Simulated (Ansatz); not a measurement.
# What each rung costs, and what it gives

Saddle point of CH₇NSi, singlet (CH₅N ([CH3][NH2]) + SiH₂ → CH₇NSi ([CH3][NH][SiH3]); bonds formed: Si1–H2; dative contacts that become bonds: Si1–N3; bonds broken: H2–N3), PBE0-D4/def2-TZVP structure:

```xyz
10
angstrom
Si -0.9489 -1.2846 -0.2223
H -0.0244 -0.9853 1.0589
N 0.5801 -0.2279 0.0708
C 0.3587 1.1707 0.3556
H -1.8610 -0.4887 -1.1152
H -0.3978 -2.3734 -1.0890
H 1.4580 -0.4336 -0.3896
H 0.1334 1.7470 -0.5497
H 1.2144 1.6216 0.8635
H -0.5128 1.2543 1.0167
```

Barriers are electronic and count from the start structure reached by relaxing down the imaginary mode.

Program: Ansatz 0.2.0. Basis: as named in each row. Cores are frozen in the correlated methods. B3LYP uses VWN-RPA correlation. Extrapolation: Hartree–Fock as exp(−7.88 √X), correlation as X^−2.97.

Times are rough, for one single point on 2 threads of a shared host (Arm Neoverse V2).

The estimate by CCSD(T) at an estimated basis limit (MP2 extrapolated from triple and quadruple zeta, plus CCSD(T) − MP2 in triple zeta) is 161.2 kJ/mol.

```tsv
method	basis	time (s)	barrier (kJ/mol)	method less estimate
HF	STO-3G	under 1	258.6	97.4
PBE-D4	STO-3G	under 1	103.5	-57.8
SPW92	def2-SVP	under 1	121.0	-40.2
B3LYP-D4	6-31G	under 1	182.2	20.9
PBE-D4	def2-SVP	under 1	133.4	-27.8
PBE0-D4	def2-SVP	under 1	153.9	-7.3
SPW92	def2-TZVPP	1	120.8	-40.4
CCSD(T)	def2-SVP	2	175.8	14.6
PBE-D4	def2-TZVPP	2	133.0	-28.2
BLYP-D4	def2-TZVPP	2	141.5	-19.8
B3LYP-D4	def2-TZVPP	2	155.2	-6.0
BHLYP-D4	def2-TZVPP	2	177.5	16.3
PBE0-D4	def2-TZVPP	2	151.7	-9.6
CAM-B3LYP-D4	def2-TZVPP	2	161.3	0.0
r2SCAN-D4	def2-TZVPP	3	138.4	-22.9
wB97M-V	def2-SVP	4	165.7	4.5
r2SCAN0-D4	def2-TZVPP	4	154.5	-6.8
RPA on PBE	def2-TZVPP	4	163.2	2.0
B2PLYP	def2-TZVPP	4	156.4	-4.9
PBE-QIDH	def2-TZVPP	5	161.2	0.0
wB97X-V	def2-TZVPP	6	163.0	1.8
wB97M-V	def2-TZVPP	7	165.9	4.6
B97M-V	def2-TZVPP	8	153.9	-7.3
MP2	def2-QZVPP	17	152.5	-8.7
CCSD(T)	def2-TZVPP	39	165.7	4.5
```

All methods are single points on the PBE0-D4 structures.

T1 diagnostic: at most 0.013. The restricted Hartree–Fock reference is unstable towards an unrestricted one at one or more of these structures.

Losses and insertions of silylenes and their heavier kin drive the gas-phase chemistry of silicon and germanium vapour deposition.

Labels in which every atom is bracketed show which atoms are joined, not bond orders.
